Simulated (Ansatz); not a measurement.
Input file:

```yaml
crystal:
  periodic: [false, false, false]
  atoms:
    - {symbol: Zr, position_ang: [0.000000, 0.000000, 0.000000]}
    - {symbol: H, position_ang: [0.000000, 0.000000, -2.947206]}
    - {symbol: H, position_ang: [0.000000, 0.000000, 2.947206]}
basis:
  gaussian: {orbitals: def2-SVP}
magnetization: {spin_polarized: true, initial_magnetization: 0}
hamiltonian: {xc: hf}
accuracy: high
scf: {lower_state_search: off}
output: {orbitals: {seedname: orbitals}}
```

```sh
$ ansatz run in.yaml --threads 1 --pin off --events-out ev --progress --plain --max-ram 2393MiB
```

Task: Roughly how long does this take on 1 thread of Arm Neoverse V2, shared host, and how much host memory?

Result: 0.39 s wall and 0.14 GiB.

```
these checks for a lower state are left out or cut short: stability, starts, cluster_reference, orbital_swaps, neighbouring_geometries, increment
813 factors; integrals over basis functions are off by at most 2.6e-9 eV
mean field evaluation 1: about -1282.1455 eV, gradient 1.8e1 eV
mean field evaluation 2: about -1282.1481 eV, gradient 1.8e1 eV
mean field evaluation 4: about -1288.7237 eV, gradient 3.7e0 eV
mean field evaluation 8: about -1289.4022 eV, gradient 2.2e-1 eV
mean field evaluation 16: about -1289.4035 eV, gradient 1.6e-3 eV
mean field -1289.40349212 eV, -47.3847043463 hartree, gradient 8.4e-8 eV, S^2 0.000000; 0 other end points of the search recorded, 0 dependent functions left out
reference -1289.40349212 eV, -47.3847043463 hartree; 7, 7 occupied and 34, 34 virtual orbitals, 813 factors
Total energy: -1289.40349212 eV, -47.3847043463 hartree
Checks for a lower state left out: stability, starts, cluster_reference, orbital_swaps, neighbouring_geometries, increment
```
